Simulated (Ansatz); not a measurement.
SnH⁻, triplet: reading a ladder of total energies

Geometry: that of the SnH⁻, singlet, kept fixed.

```tsv
atom	x (Å)	y (Å)	z (Å)
Sn	0.0000	0.0000	0.0000
H	0.0000	0.0000	1.8060
```

Basis def2-TZVPD with its core potentials; Ansatz 0.2.0. Only valence electrons are correlated (noble-gas cores and the filled d shells of p-block atoms frozen), which leaves 6 electrons in 56 orbitals. Prefix R: restricted or restricted open-shell reference. No spin–orbit coupling is included; scalar relativity enters through the core potentials alone.

Full CI is exact within this basis and frozen core; it isn't the basis-set limit.

RCCSD has a T1 diagnostic of 0.022 and a largest doubles amplitude of 0.05.

Runs differ by some tens of microhartree through their thresholds and, for an open shell, their frozen cores, so steps under 0.03 kcal/mol mean nothing.

Here the R and U totals at CCSDT(Q) differ by 0.27 kcal/mol, a measure of how far such totals hang on the determinant and its frozen core.

```
    level  total energy (hartree)
      RHF             -213.929065
     RMP2             -214.011734
    RCCSD             -214.029995
 RCCSD(T)             -214.033573
   RCCSDT             -214.034349
RCCSDT(Q)             -214.034469
  full CI             -214.034468
```

Problem. What is the correlation energy at full CI, and what share of it do RMP2 and RCCSD recover?

Solution. E(corr) = -214.034468 − (-213.929065) = -0.105403 hartree = -2.868 eV. RMP2: -0.082669 / -0.105403 = 78.43 %. RCCSD: -0.100930 / -0.105403 = 95.76 %.

Problem. By how many kcal/mol does RCCSD(T) miss full CI (1 hartree = 627.509 kcal/mol), and which steps make up the rest?

Solution. -214.033573 − (-214.034468) = 0.000895 hartree = 0.56 kcal/mol. Steps: RCCSDT − RCCSD(T) = -0.49, RCCSDT(Q) − RCCSDT = -0.08, full CI − RCCSDT(Q) = 0.00 kcal/mol. That is within 1 kcal/mol of the reference in this basis, which itself misses far more of the correlation at the basis-set limit.
